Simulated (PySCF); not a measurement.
From results back to the method.

Species: H3O2P.
Geometry (PBE0-D3(BJ)/def2-SVP, Å), atoms numbered from 1 in this order:
```
atom  x, y, z in Å
O1    -1.1889    1.3445   -0.3331
P2    -0.4069    0.1166   -0.0917
O3     1.1787    0.3780    0.1087
H4    -0.7650   -0.6422    1.0622
H5    -0.4509   -0.8705   -1.1212
H6     1.7024   -0.4185    0.2626
```

The closed-shell ground state was solved 7 times with PySCF (density fitting, gas phase), always in the pcSseg-2 basis (157 functions), with these functionals: B3LYP, B97-2, B97-D, BLYP, HF, PBE0 and wB97X-D.

```json
{"row": "P", "total energy (Eh)": "-493.7107", "HOMO (eV)": "-6.87", "LUMO (eV)": "-1.10", "dipole (D)": "4.76"}
{"row": "Q", "total energy (Eh)": "-493.6461", "HOMO (eV)": "-6.96", "LUMO (eV)": "-0.93", "dipole (D)": "4.76"}
{"row": "R", "total energy (Eh)": "-493.7535", "HOMO (eV)": "-8.24", "LUMO (eV)": "-0.61", "dipole (D)": "4.99"}
{"row": "S", "total energy (Eh)": "-493.6946", "HOMO (eV)": "-8.19", "LUMO (eV)": "-0.23", "dipole (D)": "4.96"}
{"row": "T", "total energy (Eh)": "-493.6780", "HOMO (eV)": "-10.37", "LUMO (eV)": "1.55", "dipole (D)": "5.08"}
{"row": "U", "total energy (Eh)": "-492.3309", "HOMO (eV)": "-12.27", "LUMO (eV)": "2.13", "dipole (D)": "5.58"}
{"row": "V", "total energy (Eh)": "-493.4384", "HOMO (eV)": "-8.47", "LUMO (eV)": "-0.26", "dipole (D)": "5.00"}
```

Task: Which functional belongs to which row?

Result: P = BLYP, Q = B97-D, R = B3LYP, S = B97-2, T = wB97X-D, U = HF, V = PBE0. By rising HOMO–LUMO gap: BLYP (GGA) 5.77 eV; B97-D (GGA) 6.03 eV; B3LYP (global hybrid, 20 % exact exchange) 7.63 eV; B97-2 (global hybrid, 21 % exact exchange) 7.96 eV; PBE0 (global hybrid, 25 % exact exchange) 8.21 eV; wB97X-D (range-separated hybrid) 11.92 eV; HF (all exact exchange) 14.40 eV. Total energies of different functionals aren't bounds to one another; each is stationary for its own functional.

One conformer stands for the species.

Note: B97-D and wB97X-D ran without an empirical dispersion term, which enters the total energy and its gradient alone.
